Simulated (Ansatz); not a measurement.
A nudged elastic band was laid between two geometries of H2O + H6Si2 (11 atoms, charge 0, multiplicity 1).

Level of theory: Ansatz 0.2.0, RHF/def2-SVP.

```yaml
movable_images: 4
climbing_image: no
spring: 5.0 eV/Å²
optimiser: quadratic models (default)
start_path: through a guess of the saddle point
force_threshold: 0.05 eV/Å
iteration_limit: 60
end_points: relaxed
```

First end point:

```xyz
11
Properties=species:S:1:pos:R:3
Si -0.170 0.384 -0.218
H -0.350 0.639 1.231
H 1.274 0.325 -0.544
H -0.754 1.538 -0.954
Si -1.272 -1.612 -0.870
H -1.998 -2.222 0.272
H -2.271 -1.329 -1.934
H -0.312 -2.605 -1.414
O 0.940 -2.136 1.371
H 1.435 -2.870 1.037
H 0.512 -2.449 2.154
```

Last end point:

```xyz
11
Properties=species:S:1:pos:R:3
Si 0.376 -0.303 -0.616
H -0.531 -1.246 3.703
H 1.282 -0.128 -1.780
H -0.146 1.019 -0.216
Si -1.398 -1.749 -1.237
H -2.384 -1.878 -0.135
H -2.089 -1.222 -2.442
H -0.866 -3.101 -1.552
O 1.208 -0.899 0.692
H 1.699 -1.702 0.622
H -0.117 -1.126 3.092
```

Which bonds break or form, and what moves?

Bonds broken: Si1–H2, O9–H11. Bonds formed: Si1–O9, H2–H11. H2O + H6Si2 becomes H2 + H6OSi2.

Give the energies along the band, and the barrier.

The run converged. The highest image is number 2 of 0 to 5, 88.8 kJ/mol above the first end and 110.9 kJ/mol above the last; the last end lies 22.2 kJ/mol below the first. No image climbed, so the highest image needn't sit at the top of the path. A band with more images between the same ends climbed to 2.70 eV, so this one has probably stepped over the top. The orbitals stay closed-shell, which can raise the energy where a bond breaks towards radicals; this wasn't checked here.

```
image  path coordinate (Å)  energy (kJ/mol)  Si1–H2 (Å)  O9–H11 (Å)  Si1–O9 (Å)
    0                 0.00              0.0        1.48        0.95        3.18
    1                 1.44              4.1        1.48        0.95        3.06
    2                 2.87             88.8        1.53        0.96        2.44
    3                 4.31             83.6        2.37        1.89        1.71
    4                 5.74            -17.5        3.55        2.46        1.66
    5                 7.18            -22.2        4.51        2.75        1.66
```

What is the geometry of the highest image?


```xyz
11
Properties=species:S:1:pos:R:3
Si -0.118 -0.094 0.013
H -0.333 -0.156 1.531
H 1.140 0.154 -0.752
H -0.892 1.135 -0.167
Si -1.370 -1.825 -1.036
H -2.559 -2.105 -0.194
H -1.829 -1.343 -2.363
H -0.651 -3.115 -1.239
O 1.476 -1.460 1.264
H 1.277 -2.369 1.111
H 0.891 -1.157 1.963
```

The run took 100 s on 1 thread of Arm Neoverse V1, on a shared host, peak memory 0.16 GiB.
